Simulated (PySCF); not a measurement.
Static polarisabilities and like-pair C6 coefficients by linear response at PBE0/def2-SVPD (PySCF, frozen core in the response, non-relativistic, gas phase), PBE0-D3(BJ)/def2-SVP geometries, one conformer each; atomic units unless stated.

```json
{"label": "P", "species": "`C[C+]1CC[C@@H](CCl)C1`", "α": "92.1", "C6": "3572"}
{"label": "Q", "species": "`C#CC#C`", "α": "48.2", "C6": "765.3"}
{"label": "R", "species": "`O=C(Cl)c1cccc(F)c1`", "α": "99.0", "C6": "3697"}
{"label": "S", "species": "`O=C(Cl)c1ccc(F)cc1`", "α": "99.7", "C6": "3722"}
{"label": "T", "species": "`C#C/C=C/SC(F)(F)F`", "α": "91.2", "C6": "2934"}
```

Q: Estimate the unlike-pair coefficients by the rule C6(AB) = 2·C6(AA)·C6(BB) / [C6(AA)·αB/αA + C6(BB)·αA/αB], and compare with the geometric mean, for PQ, PR, QR, QS, QT, RS, RT and ST.

A: 
```
pair  combination rule  geometric mean  ratio
  PQ              1641            1653  0.992
  PR              3628            3634  0.998
  QR              1678            1682  0.998
  QS              1684            1688  0.998
  QT              1497            1498  0.999
  RS              3709            3709  1.000
  RT              3291            3293  0.999
  ST              3303            3304  1.000
```

The rule is exact for one-pole polarisabilities and never exceeds the geometric mean; the two meet where both partners have the same effective excitation energy. These unlike-pair values are estimates, not computed integrals.
